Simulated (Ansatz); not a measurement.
# SiH4S: basis-set convergence

An exercise on one series of results from a longer session: the logs are not shown, and one member is left open.

Method: one geometry, several basis sets; program: Ansatz 0.2.0, Gaussian basis.

Plan: PBE0-D4/def2-SVP; ωB97M-V/def2-SVP; PBE0-D4/def2-QZVPP; ωB97M-V/def2-QZVPP; CCSD(T)/cc-pV(D+d)Z; CCSD(T)/cc-pV(T+d)Z; MP2/cc-pV(Q+d)Z; the functionals' def2-TZVPP values are taken from earlier runs.

2 further runs of the same task are left out: 2 that didn't finish.

## The geometry

All runs share one geometry, relaxed beforehand with PBE0-D4 in a triple-zeta def2 set.

SMILES `[SiH3]S`, 6 atoms, charge 0, spin multiplicity 1.

Atoms are counted from 1 here; the program's logs count them from 0.

Bond lengths: Si1–S2 2.137 Å, Si1–H3 1.485 Å, Si1–H4 1.482 Å, Si1–H5 1.485 Å, S2–H6 1.344 Å. Angles: S2–Si1–H3 111.6°, S2–Si1–H4 104.8°, S2–Si1–H5 111.6°, H3–Si1–H4 110.0°, H3–Si1–H5 108.8°, H4–Si1–H5 110.0°, Si1–S2–H6 94.7°.

Set-up of the first run:

File in.yaml:

```yaml
crystal:
  periodic: [false, false, false]
  atoms:
    - {symbol: Si, position_ang: [-0.169831, -0.263412, -0.436043]}
    - {symbol: S, position_ang: [0.907337, -0.012564, 1.392833]}
    - {symbol: H, position_ang: [-1.629769, -0.074275, -0.241589]}
    - {symbol: H, position_ang: [0.108639, -1.658316, -0.852549]}
    - {symbol: H, position_ang: [0.299768, 0.681223, -1.481077]}
    - {symbol: H, position_ang: [0.526056, 1.263344, 1.572324]}
basis:
  gaussian: {orbitals: def2-SVP}
hamiltonian: {xc: pbe0, dispersion: d4}
output: {orbitals: {seedname: orbitals}}
```

Among the steps run: PBE0-D4 in def2-SVP; ωB97M-V in def2-SVP; PBE0-D4 in def2-QZVPP; ωB97M-V in def2-QZVPP.

One table of the session follows, with a row left open; its other results are not shown here.

It belongs to the step «Density functionals: the series». 

```
functional       basis  HOMO (eV)  LUMO (eV)
   PBE0-D4    def2-SVP      -7.38       0.52
   PBE0-D4  def2-TZVPP      -7.52       0.09
   PBE0-D4  def2-QZVPP          ?          ?
   ωB97M-V    def2-SVP      -9.54       2.45
   ωB97M-V  def2-TZVPP      -9.71       1.76
   ωB97M-V  def2-QZVPP      -9.74       1.27
```

**Question.** Estimate the row for PBE0-D4, def2-QZVPP.

The run gave: HOMO (eV): -7.54; LUMO (eV): -0.15. In the column «HOMO (eV)» it lies between ωB97M-V, def2-SVP (-9.54) and PBE0-D4, def2-TZVPP (-7.52).
